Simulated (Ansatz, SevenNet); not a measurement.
For zinc-blende ZnSe, the machine-learned potential SevenNet-l3i5 (trained on PBE and PBE+U data) gives:

```
Property                          Result
------------------------------  --------
equilibrium lattice constant a   5.740 Å
bulk modulus                    58.0 GPa
elastic constant C11            74.2 GPa
elastic constant C44            30.2 GPa
Voigt–Reuss–Hill shear modulus  20.9 GPa
```

Task: What does PBE0 in Ansatz (plane waves, PAW) give for the same quantities?

Result: 
- lattice constant a: 5.695 Å (falls by 0.8 %)
- bulk modulus: 63.1 GPa (grows by 8.8 %)
- elastic constant C11: 87.9 GPa (grows by 18 %)
- elastic constant C44: 40.1 GPa (goes up by 33 %)
- Voigt–Reuss–Hill shear modulus: 29.4 GPa (goes up by 41 %)

For comparison: lattice constant a 5.668 Å (measured, room temperature, not corrected to a static lattice; as tabulated in Albrecht et al. (1997), arXiv:cond-mat/9706128); bulk modulus 62.4 GPa (measured, temperature not stated, no zero-point or thermal correction, sources range from 62.4 to 69.3; as tabulated in Toher et al. (2017), arXiv:1611.05714); elastic constant C11 85.9 GPa (measured, temperature not stated, not corrected to a static lattice; as tabulated in Oses et al. (2018), arXiv:1811.08464); elastic constant C44 40.6 GPa (measured, temperature not stated, not corrected to a static lattice; as tabulated in Oses et al. (2018), arXiv:1811.08464).

Changes are worked out from the printed values.

Unless a cell is named, each level is at its own relaxed cell (SevenNet-l3i5 23.64, PBE0 23.09 Å³/atom).

Ansatz's density-functional and Hartree–Fock values are scalar-relativistic unless marked +SOC, with PAW data made under PBE.

Ansatz is an electronic-structure program.
